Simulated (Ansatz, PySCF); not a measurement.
Gas-phase reaction in SMILES: C=O (CH2O) + H+ → C=[OH+]
Geometries: B3LYP-D3(BJ)/def2-TZVP minima from Ansatz (a program for electronic structure).

Wanted: proton affinity (enthalpy at 298 K, with B3LYP-D3(BJ) rigid-rotor harmonic-oscillator terms from PySCF), positive where the reaction releases energy, in kcal/mol. Valence correlation only, unless marked. Spin-orbit coupling is left out. No relativistic terms. CBS(X,Y): correlation extrapolated as X^-3; Hartree-Fock from the larger set.

CCSD(T)/CBS(cc-pVTZ,cc-pVQZ) (Ansatz) gives 170.4 kcal/mol.

**Question.** Another calculation gave 169.4 kcal/mol. Which level was it?
A. SVWN5/def2-TZVPD (Ansatz)
B. HF/def2-TZVPD (PySCF)
C. B97M-V/def2-TZVPD (Ansatz)

**Answer.** C, B97M-V/def2-TZVPD (Ansatz). The others give 163.1 (SVWN5), 177.1 (HF) kcal/mol.
